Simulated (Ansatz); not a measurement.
# C2Cl4: ionisation energy by level of theory

The task here is to estimate one member of a computed series from the others.

Computed with Ansatz 0.2.0, Gaussian basis. Level: unrestricted cation, the program's frozen cores in correlated methods.

Levels to be run: UKS PBE-D4/def2-TZVPP; UKS r2SCAN-D4/def2-TZVPP; UKS PBE0-D4/def2-TZVPP; UKS B3LYP-D4/def2-TZVPP; UKS wB97X-V/def2-TZVPP; UKS wB97M-V/def2-TZVPP; UKS B2PLYP/def2-TZVPP; UHF-CCSD(T)/def2-TZVPP; UHF-MP2/def2-QZVPP; extrapolation to the limit; then −ε(HOMO) from the neutral's earlier runs with LDA (SPW92), PBE-D4, revPBE-D4, BLYP-D4, r2SCAN-D4, B97M-V, PBE0-D4, B3LYP-D4, r2SCANh-D4, r2SCAN0-D4, HSE06-D4, BHLYP-D4, CAM-B3LYP-D4, LC-ωPBE, ωB97X-V, ωB97M-V.

## The relaxed structure

The geometry comes from an earlier relaxation with PBE0-D4 in a triple-zeta def2 set; it is a stationary point.

6 atoms, charge 0, spin multiplicity 1.

Atoms are counted from 1 here; the program's logs count them from 0.

Bond lengths: C1–C2 1.339 Å, C1–Cl3 1.703 Å, C1–Cl4 1.703 Å, C2–Cl5 1.703 Å, C2–Cl6 1.703 Å. Angles: C2–C1–Cl3 122.2°, C2–C1–Cl4 122.2°, Cl3–C1–Cl4 115.6°, C1–C2–Cl5 122.2°, C1–C2–Cl6 122.2°, Cl5–C2–Cl6 115.6°.

As a file:

```
C     0.00000    0.00000    0.66947
C     0.00000    0.00000   -0.66947
Cl    0.00000    1.44121    1.57705
Cl    0.00000   -1.44121    1.57705
Cl    0.00000   -1.44121   -1.57705
Cl    0.00000    1.44121   -1.57705
```

The first run:

Input file in.yaml:

```yaml
crystal:
  periodic: [false, false, false]
  atoms:
    - {symbol: C, position_ang: [-0.000000, -0.000000, 0.669471]}
    - {symbol: C, position_ang: [-0.000000, 0.000000, -0.669471]}
    - {symbol: Cl, position_ang: [0.000000, 1.441213, 1.577053]}
    - {symbol: Cl, position_ang: [0.000000, -1.441213, 1.577053]}
    - {symbol: Cl, position_ang: [0.000000, -1.441213, -1.577053]}
    - {symbol: Cl, position_ang: [0.000000, 1.441213, -1.577053]}
basis:
  gaussian: {orbitals: def2-TZVPP}
total_charge: 1
magnetization: {spin_polarized: true, initial_magnetization: 1}
hamiltonian: {xc: pbe, dispersion: d4}
```

Run with:

```
> ansatz run in.yaml --threads 2 --pin off --events-out ev --progress --plain --max-ram 32768MiB --backend cpu
```

Among the steps run: Cation, UKS PBE-D4/def2-TZVPP; Cation, UKS r2SCAN-D4/def2-TZVPP; Cation, UKS PBE0-D4/def2-TZVPP; Cation, UKS B3LYP-D4/def2-TZVPP; Cation, UKS wB97X-V/def2-TZVPP; Cation, UKS wB97M-V/def2-TZVPP; Cation, UKS B2PLYP (frozen core)/def2-TZVPP; Cation, UHF-CCSD(T)/def2-TZVPP; Cation, UHF-MP2/def2-QZVPP.

One table of the session follows, with a row left open; its other results are not shown here.

It belongs to the step «Ionisation energies side by side». Orbital estimates, from the neutral's runs:

```
  functional  −ε(HOMO) (eV)
 LDA (SPW92)           6.27
      PBE-D4           6.09
   revPBE-D4              ?
     BLYP-D4           5.93
   r2SCAN-D4           6.34
      B97M-V           6.38
     PBE0-D4           7.27
    B3LYP-D4           7.04
  r2SCANh-D4           6.77
  r2SCAN0-D4           7.42
    HSE06-D4           6.87
    BHLYP-D4           8.29
CAM-B3LYP-D4           8.54
     LC-ωPBE           9.87
     ωB97X-V           9.50
     ωB97M-V           9.35
```

Q: Estimate the row for revPBE-D4 from the others.

**Answer.** −ε(HOMO) (eV): 6.02. In the column «−ε(HOMO) (eV)» it lies between BLYP-D4 (5.93) and PBE-D4 (6.09).
